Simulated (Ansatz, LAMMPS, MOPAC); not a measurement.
Wurtzite ZnO: properties by level of theory

Reference values: lattice constant a 3.248 Å (measured, 4 K, zero-point motion not removed; as tabulated in arXiv:1206.3780); lattice parameter c 5.204 Å (measured, 4 K, zero-point motion not removed; as tabulated in arXiv:1206.3780).

| level (code) | lattice constant a (Å) | lattice parameter c (Å) |
|---|---|---|
| ionic model lewis1985a (rigid ions, LAMMPS) | 3.266 | 5.080 |
| ionic model lewis1985b (shell model, LAMMPS) | 3.230 | 5.077 |
| ReaxFF ZnOH (LAMMPS) | 3.278 | 5.310 |
| AM1 semi-empirical Hartree-Fock (MOPAC) | 3.450 | 5.637 |
| r²SCAN-D4 (Ansatz) | 3.226 | 5.195 |
| LC-ωPBE (Ansatz) | 3.222 | 5.190 |

Differences from the reference values (errors of the level alone only where the reference is corrected to a static lattice):

```csv
level,lattice constant a (%),lattice parameter c (%)
ionic model lewis1985a,+0.55,-2.38
ionic model lewis1985b,-0.55,-2.44
ReaxFF ZnOH,+0.92,+2.04
AM1 semi-empirical Hartree-Fock (MOPAC),+6.22,+8.32
r²SCAN-D4,-0.68,-0.17
LC-ωPBE,-0.80,-0.27
```

Nearest: lattice constant a, not ranked (one source); lattice parameter c, not ranked (one source).

Empirical potentials (ReaxFF ZnOH, ionic model lewis1985a, ionic model lewis1985b) are fitted to chosen data: where that held the value shown, agreement is built in, and what lay outside the fit can be far off.

Caveats: the method was fitted mainly to molecules (AM1 semi-empirical Hartree-Fock (MOPAC)); the run uses a supercell at the zone centre in place of a k mesh (AM1 semi-empirical Hartree-Fock (MOPAC)). Ansatz's density-functional and Hartree–Fock values are scalar-relativistic unless marked +SOC, with PAW data made under PBE.

Differences are worked out from the printed values.

Computed values are for the static lattice.

Ansatz is an electronic-structure program.
